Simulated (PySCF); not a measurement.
# `C/C=C/C(C)=O`: 4 charge schemes on one density

Species: C5H8O.
Numbering: `[CH3:1]/[CH:2]=[CH:3]/[C:4]([CH3:5])=[O:6]` (hydrogens: H7, H8, H9 on C1; H10 on C2; H11 on C3; H12, H13, H14 on C5)

Structure used (PBE0-D3(BJ)/def2-SVP), in Å, numbered top down from 1:
```xyz
14
C5H8O angstrom
C      2.1968   -0.8404    0.2579
C      0.7630   -0.4631    0.1323
C      0.3100    0.7597   -0.1805
C     -1.1147    1.1435   -0.3096
C     -2.1826    0.1010   -0.0678
O     -1.4069    2.2838   -0.6037
H      2.4083   -1.2479    1.2607
H      2.8632    0.0154    0.0812
H      2.4551   -1.6378   -0.4594
H      0.0365   -1.2652    0.3127
H      1.0063    1.5847   -0.3665
H     -2.1341   -0.2747    0.9661
H     -3.1634    0.5597   -0.2414
H     -2.0570   -0.7624   -0.7388
```

Density: PBE0/pcSseg-1 (PySCF); schemes: Mulliken, IAO, Hirshfeld and ESP-fitted. One conformer (not necessarily the lowest) at the PBE0-D3(BJ)/def2-SVP geometry, without solvent, vibrations or thermal averaging.

Problem. Do the Mulliken, IAO, Hirshfeld and ESP-fitted schemes agree on where the charge is highest?

Solution. All schemes agree: Mulliken C4 (+0.184); IAO C4 (+0.376); Hirshfeld C4 (+0.153); ESP-fitted C4 (+0.760).

Problem. At which atom do the 4 schemes differ most?

Solution. At C4: from +0.153 (Hirshfeld) to +0.760 e (ESP-fitted), 0.607 e apart.

Problem. Tabulate the Mulliken, IAO, Hirshfeld and ESP-fitted charges.

Solution. In e:

| atom | environment | Mulliken | IAO | Hirshfeld | ESP-fitted |
| --- | --- | --- | --- | --- | --- |
| C1 | allylic carbon | -0.219 | -0.417 | -0.108 | -0.435 |
| C2 | alkene CH carbon | -0.206 | -0.093 | -0.010 | +0.154 |
| C3 | alkene CH carbon | -0.166 | -0.211 | -0.068 | -0.566 |
| C4 | ketone carbonyl carbon | +0.184 | +0.376 | +0.153 | +0.760 |
| C5 | methyl carbon next to a carbonyl | -0.284 | -0.472 | -0.124 | -0.539 |
| O6 | ketone oxygen | -0.366 | -0.420 | -0.245 | -0.524 |
| H7 | methyl hydrogen | +0.137 | +0.157 | +0.053 | +0.135 |
| H8 | methyl hydrogen | +0.128 | +0.149 | +0.051 | +0.150 |
| H9 | methyl hydrogen | +0.138 | +0.157 | +0.053 | +0.136 |
| H10 | vinylic hydrogen | +0.116 | +0.141 | +0.049 | +0.087 |
| H11 | vinylic hydrogen | +0.110 | +0.155 | +0.047 | +0.219 |
| H12 | methyl hydrogen | +0.141 | +0.157 | +0.051 | +0.139 |
| H13 | methyl hydrogen | +0.146 | +0.167 | +0.050 | +0.148 |
| H14 | methyl hydrogen | +0.140 | +0.154 | +0.050 | +0.137 |

Mean size of the charges over all atoms: ESP-fitted 0.295 e, IAO 0.230 e, Mulliken 0.177 e, Hirshfeld 0.079 e. Each set sums to the total charge, 0, to within 0.001 e. The Hirshfeld scheme divides the density at each point in proportion to the densities of the neutral, spherically averaged free atoms.

Problem. How many electrons does the Hirshfeld scheme count on C2?

Solution. Z − q = 6 − (-0.010) = 6.010.

Problem. Sum the charges by element, for elements with more than one atom.

Solution. 
| element | atoms | Mulliken | IAO | Hirshfeld | ESP-fitted |
| --- | --- | --- | --- | --- | --- |
| C | 5 | -0.690 | -0.817 | -0.157 | -0.627 |
| H | 8 | +1.056 | +1.236 | +0.402 | +1.151 |

These values come from a run that also computed NMR shieldings. Hardware: one thread of an Arm Neoverse V2 (shared host). Cost: 11 s wall, 0.71 GiB resident at most.
